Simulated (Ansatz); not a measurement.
Consider the hydrogenolysis of a C–C bond: `CCC(C)(C)CC` + H₂ → `CCC(C)(C)C` + CH₄.

Program: Ansatz. Geometries: PBE0-D4/def2-TZVP. ΔE: electronic, gas phase. CCSD(T)/CBS is the MP2 limit (def2-TZVPP, def2-QZVPP) plus CCSD(T) − MP2 in def2-TZVPP, frozen cores. This one scheme is used for every species. DFT in def2-TZVPP. HSE06 is defined as in plane-wave codes. Each species was taken in one conformer, which may not be the lowest.

```tsv
level	ΔE (kJ/mol)	difference from CCSD(T)/CBS
PBE-D4	-71.1	-0.8
HSE06-D4	-73.7	-3.4
B2PLYP	-81.2	-10.9
revPBE	-86.2	-15.9
PBE0	-80.6	-10.3
RPA@PBE/def2-TZVPP	-68.8	1.5
HF/def2-SVP	-97.4	-27.1
MP2/def2-SVP	-68.7	1.6
HF/def2-TZVPP	-97.4	-27.1
MP2/def2-QZVPP	-66.9	3.4
CCSD(T)/CBS	-70.3	0
```

Largest T1 diagnostic among the species: 0.009.

Leaving LDA and LC-ωPBE aside and taking each functional with its dispersion term where it has one, the values, not all of them listed here, spread over 16.2 kJ/mol, from B2PLYP to revPBE-D4. LDA lies +14.7 kJ/mol from PBE without D4. The D4 term adds +12.9 kJ/mol with B3LYP and +7.5 kJ/mol with PBE0; it sums over pairs of atoms, weighted by their polarisabilities, and B3LYP, whose exchange is more repulsive, gets the larger term.

B3LYP here is the variant with VWN-RPA as its local correlation; programs differ in this.
